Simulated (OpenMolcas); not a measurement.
**BOF (fluoro(oxo)borane) at 6 levels**

We compute a comparison of 6 runs (HF/STO-3G, B2PLYP/STO-3G, PBE/STO-3G, PBE0/STO-3G, r2SCAN/STO-3G, MP2/STO-3G) of BOF (fluoro(oxo)borane). 

Program for the calculation: OpenMolcas 26.06.

1 further run of the same task is left out (for a known fault of the program).

**1. The molecule**

BOF has 3 atoms, charge 0, and is taken as a singlet. As SMILES, `O=BF`. The coordinates come from a PBE0-D4/def2-TZVP relaxation.

Bond lengths: O1–B2 1.206 Å, B2–F3 1.282 Å. Angles: O1–B2–F3 180.0°.

**2. The energy at HF/STO-3G (run 1)**

calc.inp reads:

```
* BFO Hartree-Fock

&GATEWAY
 BasLib = $CurrDir
 Coord
 3
 angstrom
 O        0.983100      -0.565100       0.479900
 B        0.020300      -0.011600       0.009900
 F       -1.003400       0.576800      -0.489800
 Basis = STO-3G
 Group = NoSym

&SEWARD

&SCF
 Thresholds = 1e-10 1e-07 1e-07 1e-05
 PrOrbitals = 1 1
```

The basis set STO-3G is read from a file made from the Basis Set Exchange's data (not shown).

Launch:

```bash
$ export MOLCAS_MEM=1860
$ pymolcas calc.inp > calc.log
```

The log of the run:

```text
--- Start Module: gateway ---
[...]
--- Stop Module: gateway /rc=_RC_ALL_IS_WELL_ ---
--- Start Module: seward ---
[...]
      Basis functions           15
--- Stop Module: seward /rc=_RC_ALL_IS_WELL_ ---
--- Start Module: scf ---
[...]
       Convergence after  13 Iterations
[...]
::    Total SCF energy                               -196.3278402710
[...]
      Total spin, S                                     0.0000000000
[...]
      Total electronic charge=   22.000000
      Total            charge=   -0.000000
[...]
      Dipole Moment (debye):
      Origin of the operator (angstrom)=   -0.0677    0.0390   -0.0331
                   X= -1.2162E+00               Y=  6.9925E-01               Z= -5.9371E-01           Total=  1.5233E+00
      Quadrupole Moment (debye*angstrom):
[...]
--- Stop Module: scf /rc=_RC_ALL_IS_WELL_ ---
[...]
```

Wall time 1.7 s (1 thread of Arm Neoverse V1, shared host); peak memory 0.37 GiB.

**3. A single-point energy at B2PLYP/STO-3G (run 2)**

calc.input reads:

```
* BFO Kohn-Sham DFT
&GATEWAY
BasLib = $CurrDir
Coord
3
angstrom
O        0.983100      -0.565100       0.479900
B        0.020300      -0.011600       0.009900
F       -1.003400       0.576800      -0.489800
Basis = STO-3G
Group = NoSym
&SEWARD
GridInput
Grid=UltraFine
End of Grid
&SCF
KSDFT = B2PLYP_SCF
Thresholds = 1e-10 1e-07 1e-07 1e-05
PrOrbitals = 1 1
&MBPT2
Frozen = 3
```

The basis set STO-3G is read from a file made from the Basis Set Exchange's data (not shown).

Launch:

```bash
$ export MOLCAS_MEM=1860
$ pymolcas calc.input > calc.log
```

The log of the run:

```text
--- Start Module: gateway ---
[...]
--- Stop Module: gateway /rc=_RC_ALL_IS_WELL_ ---
[...]
      Basis functions           15
[...]
--- Start Module: scf ---
[...]
       Convergence after  12 Iterations
[...]
::    Total KS-DFT energy                            -196.9093513581
[...]
      Total spin, S                                     0.0000000000
[...]
      Total electronic charge=   22.000000
      Total            charge=   -0.000000
[...]
      Dipole Moment (debye):
      Origin of the operator (angstrom)=   -0.0677    0.0390   -0.0331
                   X= -1.2114E+00               Y=  6.9648E-01               Z= -5.9137E-01           Total=  1.5173E+00
      Quadrupole Moment (debye*angstrom):
[...]
--- Stop Module: scf /rc=_RC_ALL_IS_WELL_ ---
[...]
--- Start Module: mbpt2 ---
[...]
 ###    WARNING: MP2 implementation intended for RHF references only         ###
 ###############################################################################
MBPT2 WARNING: Reference function according to RunFile:KS-DFT
I'll assume you know what you're doing and continue
WARNING!
Default frozen orbitals as non valence orbitals is overwritten by user input.
Default values:   3
[...]
       Reference weight ( Cref**2 )         =        0.87929
::    Total MBPT2 energy                             -197.1080761357
[...]
      Total MBPT2 calculations                           0.04      0.04
--- Stop Module: mbpt2 /rc=_RC_ALL_IS_WELL_ ---
[...]
```

It took 3.6 s on 1 thread of Arm Neoverse V1, shared host; peak memory 0.37 GiB.

**4. The energy at PBE/STO-3G (run 3)**

calc.input reads:

```
* BFO Kohn-Sham DFT

&GATEWAY
  BasLib
  $CurrDir
  Coord
  3
  angstrom
  O        0.983100      -0.565100       0.479900
  B        0.020300      -0.011600       0.009900
  F       -1.003400       0.576800      -0.489800
  Basis
  STO-3G
  Group
  NoSym

&SEWARD
  GridInput
  Grid=UltraFine
  End of Grid

&SCF
  KSDFT
  PBE
  Thresholds
  1e-10 1e-07 1e-07 1e-05
  PrOrbitals
  1 1
```

The basis set STO-3G is read from a file made from the Basis Set Exchange's data (not shown).

Launch:

```bash
$ export MOLCAS_MEM=1860
$ pymolcas calc.input > calc.log
```

The log of the run:

```text
--- Start Module: gateway ---
[...]
--- Stop Module: gateway /rc=_RC_ALL_IS_WELL_ ---
--- Start Module: seward ---
[...]
      Basis functions           15
--- Stop Module: seward /rc=_RC_ALL_IS_WELL_ ---
--- Start Module: scf ---
[...]
       Convergence after  14 Iterations
[...]
::    Total KS-DFT energy                            -196.9911340364
[...]
      Total spin, S                                     0.0000000000
[...]
      Total electronic charge=   22.000000
      Total            charge=   -0.000000
[...]
      Dipole Moment (debye):
      Origin of the operator (angstrom)=   -0.0677    0.0390   -0.0331
                   X= -1.2551E+00               Y=  7.2155E-01               Z= -6.1269E-01           Total=  1.5720E+00
      Quadrupole Moment (debye*angstrom):
[...]
--- Stop Module: scf /rc=_RC_ALL_IS_WELL_ ---
[...]
```

Run time: 3.6 s. Hardware: 1 thread of Arm Neoverse V1, shared host; peak memory 0.37 GiB.

Runs 4 to 5 aren't shown in full; the table further down has their settings and results.

**5. A single-point energy at MP2/STO-3G (run 6)**

calc.inp reads:

```
&GATEWAY
 BasLib=$CurrDir
 Coord
 3
 angstrom
 O        0.983100      -0.565100       0.479900
 B        0.020300      -0.011600       0.009900
 F       -1.003400       0.576800      -0.489800
 Basis=STO-3G
 Group=NoSym

&SEWARD

&SCF
 Thresholds=1e-10 1e-07 1e-07 1e-05
 PrOrbitals=1 1

&MBPT2
 Frozen=3
```

The basis set STO-3G is read from a file made from the Basis Set Exchange's data (not shown).

Launch:

```bash
$ export MOLCAS_MEM=1860
$ pymolcas calc.inp > calc.log
```

The log of the run:

```text
--- Start Module: gateway ---
[...]
--- Stop Module: gateway /rc=_RC_ALL_IS_WELL_ ---
[...]
      Basis functions           15
[...]
--- Start Module: scf ---
[...]
       Convergence after  13 Iterations
[...]
::    Total SCF energy                               -196.3278402710
[...]
      Total spin, S                                     0.0000000000
[...]
      Total electronic charge=   22.000000
      Total            charge=   -0.000000
[...]
      Dipole Moment (debye):
      Origin of the operator (angstrom)=   -0.0677    0.0390   -0.0331
                   X= -1.2162E+00               Y=  6.9925E-01               Z= -5.9371E-01           Total=  1.5233E+00
      Quadrupole Moment (debye*angstrom):
[...]
--- Stop Module: scf /rc=_RC_ALL_IS_WELL_ ---
--- Start Module: mbpt2 ---
[...]
WARNING!
Default frozen orbitals as non valence orbitals is overwritten by user input.
Default values:   3
[...]
       Reference weight ( Cref**2 )         =        0.93400
::    Total MBPT2 energy                             -196.4669454429
[...]
      Total MBPT2 calculations                           0.03      0.04
--- Stop Module: mbpt2 /rc=_RC_ALL_IS_WELL_ ---
[...]
```

Wall time 1.8 s (1 thread of Arm Neoverse V1, shared host); peak memory 0.37 GiB.

**6. The series**

| run | level | frozen core orbitals | integration grid | energy (Eh) | dipole moment (D) of the reference | HOMO energy (eV) | LUMO energy (eV) | wall time |
| --- | --- | --- | --- | --- | --- | --- | --- | --- |
| 1 | HF/STO-3G | – | – | -196.327840 | 1.52 | -10.65 | 10.60 | 1.7 s |
| 2 | B2PLYP/STO-3G | 3 | UltraFine | -196.963007 | 1.52 | -8.02 | 7.47 | 3.6 s |
| 3 | PBE/STO-3G | – | UltraFine | -196.991134 | 1.57 | -4.75 | 4.48 | 3.6 s |
| 4 | PBE0/STO-3G | – | UltraFine | -197.014138 | 1.53 | -6.51 | 5.67 | 3.6 s |
| 5 | r2SCAN/STO-3G | – | UltraFine | -197.136358 | 1.59 | -5.18 | 4.83 | 4.8 s |
| 6 | MP2/STO-3G | 3 | – | -196.466945 | 1.52 | -10.65 | 10.60 | 1.8 s |

**7. Outcome**

| quantity | value |
| --- | --- |
| run 6: total energy | -196.46695 Eh |
| run 6: dipole moment (mean-field density) | 1.52 D |
| run 6: HOMO energy (Hartree–Fock orbitals) | -10.65 eV |
| run 6: LUMO energy (Hartree–Fock orbitals) | 10.60 eV |
| run 6: HOMO–LUMO gap (Hartree–Fock orbitals) | 21.25 eV |
| run 6: correlation energy (3 core orbitals frozen) | -139.1 mEh |

Over runs 1, 2, 3, 4, 5 the dipole moment (its size) runs from 1.52 D (B2PLYP/STO-3G) to 1.59 D (r2SCAN/STO-3G). A double hybrid's value is that of its SCF part. Over runs 1, 2, 3, 4, 5 the HOMO–LUMO gap runs from 9.23 eV (PBE/STO-3G) to 21.25 eV (HF/STO-3G). Exact exchange widens orbital gaps. For B2PLYP the log adds the whole second-order term; the table takes 0.27 of it, as the functional is defined. Totals of different functionals can't be ranked against each other. In runs 1, 2, 3, 4, 5, 6 the basis is minimal, so the values are rough. All runs together took 19 s, the longest 4.8 s.
